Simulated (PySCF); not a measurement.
HS, SMILES [SH], multiplicity 2.

The structure is a stationary point at B3LYP-D3(BJ)/def2-TZVPD.

Calculation: PySCF with CAM-B3LYP/def2-TZVPD.

Isolated molecule, no solvent.

Computed frontier levels, dipole moment:
```yaml
"α spin, highest occupied and lowest empty level": -9.25 and 0.74 eV
"β spin, highest occupied and lowest empty level": -8.88 and -3.42 eV
dipole_moment: 0.79 D
"⟨S²⟩": 0.754 (pure state 0.75)
```
